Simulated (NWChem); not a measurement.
# doublet [C2H2F2]+ at 4 levels

We compute a comparison of 4 runs (UB3LYP/aug-cc-pVDZ, UBHLYP/aug-cc-pVDZ, UM06-L/aug-cc-pVDZ, UPBE0/aug-cc-pVDZ) of doublet [C2H2F2]+. 

The results are computed with NWChem 7.3.0.

### 1 The molecule

[C2H2F2]+: 6 atoms, total charge +1, spin state doublet. As SMILES of the parent species, `C=C(F)F`. The coordinates come from a PBE0-D4/def2-TZVP relaxation. That shape belongs to the parent species and isn't relaxed for this state.

Bond lengths: C1–C2 1.315 Å, C2–F3 1.313 Å, C2–F4 1.313 Å, C1–H5 1.079 Å, C1–H6 1.079 Å. Angles: C1–C2–F3 125.2°, C1–C2–F4 125.2°, F3–C2–F4 109.6°, C2–C1–H5 119.7°, C2–C1–H6 119.7°, H5–C1–H6 120.6°.

### 2 A single-point energy at UB3LYP/aug-cc-pVDZ (run 1)

File run.py:

```python
from ase import Atoms
from ase.calculators.nwchem import NWChem

system = Atoms('CCFFHH', positions=[
    [-0.115900, 0.471000, -0.544400],
    [0.105000, -0.394600, 0.420100],
    [-0.454900, -0.363600, 1.607600],
    [0.919200, -1.422100, 0.343000],
    [0.394200, 0.360600, -1.488400],
    [-0.805600, 1.284800, -0.384200],
])

calc = NWChem(
    label='c2h2f2',
    theory='dft',
    memory='2200 mb',
    basis='aug-cc-pVDZ',
    basispar='spherical bse',
    charge=1,
    dft={'xc': 'b3lyp', 'mult': '2', 'grid': 'fine', 'convergence': 'energy 1e-08', 'iterations': '100', 'mulliken': None},
    task='energy',
)
system.calc = calc

print(f"energy = {system.get_potential_energy():.6f} eV")
```

Started as:

```bash
$ export ASE_NWCHEM_COMMAND="nwchem PREFIX.nwi > PREFIX.nwo"
$ python run.py
```

Output:

```text
energy = -7529.865455 eV
```

The calculator wrote c2h2f2.nwi:

```
title "c2h2f2"

permanent_dir c2h2f2

scratch_dir c2h2f2

start c2h2f2

geometry units angstrom nocenter noautosym noautoz
  C  -1.1590000000000000e-01 4.7099999999999997e-01 -5.4440000000000000e-01
  C  1.0500000000000000e-01 -3.9460000000000001e-01 4.2009999999999997e-01
  F  -4.5490000000000003e-01 -3.6359999999999998e-01 1.6075999999999999e+00
  F  9.1920000000000002e-01 -1.4220999999999999e+00 3.4300000000000003e-01
  H  3.9419999999999999e-01 3.6059999999999998e-01 -1.4883999999999999e+00
  H  -8.0559999999999998e-01 1.2847999999999999e+00 -3.8419999999999999e-01
end

charge 1

memory 2200 mb

basis spherical bse noprint
   * library aug-cc-pVDZ
end

dft
  xc b3lyp
  mult 2
  grid fine
  convergence energy 1e-08
  iterations 100
  mulliken
end

task dft energy
```

c2h2f2.nwo:

```text
Northwest Computational Chemistry Package (NWChem) 7.3.0
             --------------------------------------------------------

           Job information
           ---------------

    nwchem branch   = 7.3.0
    use scalapack   = T
    input           = c2h2f2.nwi
    prefix          = c2h2f2.
    data base       = c2h2f2/c2h2f2.db
    status          = startup
    nproc           =        1

           Memory information
           ------------------

[... 5 lines left out ...]
    hardfail = no
[... 39 lines left out ...]
            Nuclear Dipole moment (a.u.)
[... 79 lines left out ...]
          Convergence on density requested:  1.00D-05
[... 27 lines left out ...]
          Convergence aids based upon iterative change in
[... 31 lines left out ...]
 2-e energy   =     206.074436
[... 56 lines left out ...]
           Coulomb energy =      243.749716800565
[... 782 lines left out ...]
                     DFT Final Beta Molecular Orbital Analysis
[... 888 lines left out ...]
     Multipole analysis of the density
     ---------------------------------

     L   x y z        total         alpha         beta         nuclear
     -   - - -        -----         -----         ----         -------
     0   0 0 0      1.000000    -16.000000    -15.000000     32.000000

     1   1 0 0     -0.059608     -3.525348     -3.529837      6.995577
[... 8 lines of this table left out ...]
     2   0 0 2    -11.870808    -59.640948    -57.641669    105.411809

 Task  times  cpu:       26.0s     wall:       26.0s
 Total times  cpu:       26.0s     wall:       26.0s
```

Run time: 27 s. Hardware: 1 thread of Intel Xeon 6975P-C (Granite Rapids), shared host; peak memory 0.11 GiB.

### 3 A single-point energy at UBHLYP/aug-cc-pVDZ (run 2)

File mol.xyz:

```xyz
6
C2H2F2
C     -0.115900     0.471000    -0.544400
C      0.105000    -0.394600     0.420100
F     -0.454900    -0.363600     1.607600
F      0.919200    -1.422100     0.343000
H      0.394200     0.360600    -1.488400
H     -0.805600     1.284800    -0.384200
```

File mol.nw:

```
start mol
title "C2H2F2"
memory total 2200 mb
charge 1

geometry noautosym nocenter noautoz
   load format xyz mol.xyz
end

basis spherical bse
   C library aug-cc-pVDZ
   F library aug-cc-pVDZ
   H library aug-cc-pVDZ
end

dft
   xc bhlyp
   mult 2
   grid fine
   convergence energy 1e-08
   maxiter 100
   mulliken
end

task dft energy
```

Started as:

```bash
$ nwchem mol.nw > mol.out
```

Output:

```text
[...]
          Wavefunction type:  spin polarized.
          No. of atoms     :     6
          No. of electrons :    31
[...]
          Charge           :     1
          Spin multiplicity:     2
[...]
          AO basis - number of functions:   110
[...]
              XC Information
              --------------
                        BHLYP Method XC Functional
                     Hartree-Fock (Exact) Exchange  0.500
                        Slater Exchange Functional  0.500 local
                    Becke 1988 Exchange Functional  0.500 non-local
              Lee-Yang-Parr Correlation Functional  1.000
[...]
 d= 0,ls=0.0,diis     1   -276.4109011908 -3.95D+02  8.84D-03  5.02D-01     2.8
[...]
 d= 0,ls=0.0,diis    11   -276.5968998828 -4.02D-10  1.31D-07  1.02D-10    25.6
[...]
         Total DFT energy =     -276.596899882758
      One electron energy =     -606.590439100870
           Coulomb energy =      243.778223693860
    Exchange-Corr. energy =      -32.037884668271
 Nuclear repulsion energy =      118.253200192523
[...]
      Total Density - Mulliken Population Analysis
     ---------------------------------------------
    Atom       Charge   Shell Charges
 -----------   ------   -------------------------------------------------------
    1 C    6     5.42   2.02  0.69  0.69 -0.16  2.02  0.16  0.00  0.05 -0.04
    2 C    6     4.53   2.02  0.70  0.23 -0.08  1.83 -0.30  0.07  0.24 -0.16
    3 F    9     9.32   2.01  0.91  1.05  0.15  3.30  1.82  0.06  0.01  0.02
    4 F    9     9.32   2.01  0.91  1.05  0.15  3.30  1.82  0.06  0.01  0.02
    5 H    1     1.20   0.73  0.48  0.01  0.03 -0.06
    6 H    1     1.20   0.73  0.48  0.01  0.03 -0.06
[...]
      <S2> =      0.7529 (Exact =     0.7500)
[...]
```

It took 26 s on 1 thread of Intel Xeon 6975P-C (Granite Rapids), shared host; peak memory 0.11 GiB.

### 4 A single-point energy at UM06-L/aug-cc-pVDZ (run 3)

File run.py:

```python
from ase import Atoms
from ase.calculators.nwchem import NWChem

molecule = Atoms('CCFFHH', positions=[
    [-0.115900, 0.471000, -0.544400],
    [0.105000, -0.394600, 0.420100],
    [-0.454900, -0.363600, 1.607600],
    [0.919200, -1.422100, 0.343000],
    [0.394200, 0.360600, -1.488400],
    [-0.805600, 1.284800, -0.384200],
])

calc = NWChem(
    label='c2h2f2',
    theory='dft',
    memory='2200 mb',
    basis='aug-cc-pVDZ',
    basispar='spherical bse',
    charge=1,
    dft={'xc': 'm06-l', 'mult': '2', 'grid': 'fine', 'convergence': 'energy 1e-08', 'iterations': '100', 'mulliken': None},
    task='energy',
)
molecule.calc = calc

e = molecule.get_potential_energy()
print(f"E = {e:.6f} eV")
```

Started as:

```bash
$ export ASE_NWCHEM_COMMAND="nwchem PREFIX.nwi > PREFIX.nwo"
$ python run.py
```

Output:

```text
E = -7528.984847 eV
```

The calculator wrote c2h2f2.nwi:

```
title "c2h2f2"

permanent_dir c2h2f2

scratch_dir c2h2f2

start c2h2f2

geometry units angstrom nocenter noautosym noautoz
  C  -1.1590000000000000e-01 4.7099999999999997e-01 -5.4440000000000000e-01
  C  1.0500000000000000e-01 -3.9460000000000001e-01 4.2009999999999997e-01
  F  -4.5490000000000003e-01 -3.6359999999999998e-01 1.6075999999999999e+00
  F  9.1920000000000002e-01 -1.4220999999999999e+00 3.4300000000000003e-01
  H  3.9419999999999999e-01 3.6059999999999998e-01 -1.4883999999999999e+00
  H  -8.0559999999999998e-01 1.2847999999999999e+00 -3.8419999999999999e-01
end

charge 1

memory 2200 mb

basis spherical bse noprint
   * library aug-cc-pVDZ
end

dft
  xc m06-l
  mult 2
  grid fine
  convergence energy 1e-08
  iterations 100
  mulliken
end

task dft energy
```

c2h2f2.nwo:

```text
Northwest Computational Chemistry Package (NWChem) 7.3.0
             --------------------------------------------------------

           Job information
           ---------------

    nwchem branch   = 7.3.0
    use scalapack   = T
    input           = c2h2f2.nwi
    prefix          = c2h2f2.
    data base       = c2h2f2/c2h2f2.db
    status          = startup
    nproc           =        1

           Memory information
           ------------------

[... 5 lines left out ...]
    hardfail = no
[... 39 lines left out ...]
            Nuclear Dipole moment (a.u.)
[... 79 lines left out ...]
          Convergence on density requested:  1.00D-05
[... 24 lines left out ...]
          Convergence aids based upon iterative change in
[... 31 lines left out ...]
 2-e energy   =     206.074436
[... 56 lines left out ...]
           Coulomb energy =      243.845120891261
[... 781 lines left out ...]
                     DFT Final Beta Molecular Orbital Analysis
[... 886 lines left out ...]
     Multipole analysis of the density
     ---------------------------------

     L   x y z        total         alpha         beta         nuclear
     -   - - -        -----         -----         ----         -------
     0   0 0 0      1.000000    -16.000000    -15.000000     32.000000

     1   1 0 0     -0.051234     -3.519701     -3.527110      6.995577
[... 8 lines of this table left out ...]
     2   0 0 2    -11.648003    -59.498801    -57.561011    105.411809

 Task  times  cpu:       33.9s     wall:       33.9s
 Total times  cpu:       33.9s     wall:       33.9s
```

It took 35 s on 1 thread of Intel Xeon 6975P-C (Granite Rapids), shared host; peak memory 0.11 GiB.

### 5 The energy at UPBE0/aug-cc-pVDZ (run 4)

File c2h2f2.nw:

```
START c2h2f2
TITLE "C2H2F2 energy"
memory stack 880 mb heap 220 mb global 1100 mb
charge 1

GEOMETRY units angstrom noautosym nocenter noautoz
  C     -0.115900     0.471000    -0.544400
  C      0.105000    -0.394600     0.420100
  F     -0.454900    -0.363600     1.607600
  F      0.919200    -1.422100     0.343000
  H      0.394200     0.360600    -1.488400
  H     -0.805600     1.284800    -0.384200
END

BASIS spherical bse
  * library aug-cc-pVDZ
END

DFT
  xc pbe0
  mult 2
  grid fine
  convergence energy 1e-08
  iterations 100
  mulliken
END

TASK dft
```

Started as:

```bash
$ nwchem c2h2f2.nw > c2h2f2.out
```

Output:

```text
[...]
          Wavefunction type:  spin polarized.
          No. of atoms     :     6
          No. of electrons :    31
[...]
          Charge           :     1
          Spin multiplicity:     2
[...]
          AO basis - number of functions:   110
[...]
              XC Information
              --------------
                         PBE0 Method XC Functional
                     Hartree-Fock (Exact) Exchange  0.250
          PerdewBurkeErnzerhof Exchange Functional  0.750
            Perdew 1991 LDA Correlation Functional  1.000 local
           PerdewBurkeErnz. Correlation Functional  1.000 non-local
[...]
 d= 0,ls=0.0,diis     1   -276.2336632276 -3.94D+02  1.26D-02  5.58D-01     2.8
[...]
 d= 0,ls=0.0,diis    12   -276.4384912986 -4.48D-10  4.30D-08  2.61D-11    28.2
[...]
         Total DFT energy =     -276.438491298570
      One electron energy =     -606.556997886335
           Coulomb energy =      243.713263214765
    Exchange-Corr. energy =      -31.847956819524
 Nuclear repulsion energy =      118.253200192523
[...]
      Total Density - Mulliken Population Analysis
     ---------------------------------------------
    Atom       Charge   Shell Charges
 -----------   ------   -------------------------------------------------------
    1 C    6     5.54   2.02  0.69  0.78 -0.14  2.03  0.15  0.01  0.04 -0.04
    2 C    6     4.58   2.02  0.69  0.27 -0.07  1.87 -0.31  0.06  0.24 -0.18
    3 F    9     9.28   2.01  0.91  1.06  0.15  3.29  1.79  0.05  0.01  0.02
    4 F    9     9.28   2.01  0.91  1.06  0.15  3.29  1.79  0.05  0.01  0.02
    5 H    1     1.16   0.73  0.45  0.01  0.03 -0.06
    6 H    1     1.16   0.73  0.45  0.01  0.03 -0.06
[...]
      <S2> =      0.7525 (Exact =     0.7500)
[...]
```

It took 29 s on 1 thread of Intel Xeon 6975P-C (Granite Rapids), shared host; peak memory 0.11 GiB.

### 6 All runs side by side

| run | level | energy (Eh) | HOMO energy (eV) | LUMO energy (eV) | ⟨S²⟩ | wall time |
| --- | --- | --- | --- | --- | --- | --- |
| 1 | UB3LYP/aug-cc-pVDZ | -276.717454 | -16.84 | -13.41 | 0.752 | 27 s |
| 2 | UBHLYP/aug-cc-pVDZ | -276.596900 | -18.52 | -11.87 | 0.753 | 26 s |
| 3 | UM06-L/aug-cc-pVDZ | -276.685092 | -15.92 | -13.78 | 0.753 | 35 s |
| 4 | UPBE0/aug-cc-pVDZ | -276.438491 | -17.19 | -13.01 | 0.752 | 29 s |

### 7 Outcome

```
                                 quantity          value
                      run 4: total energy  -276.43849 Eh
run 4: HOMO energy (highest over α and β)      -17.19 eV
 run 4: LUMO energy (lowest over α and β)      -13.01 eV
                              run 4: ⟨S²⟩          0.752
```

Totals of different functionals can't be ranked against each other. All runs together took 2 min, the longest 35 s.
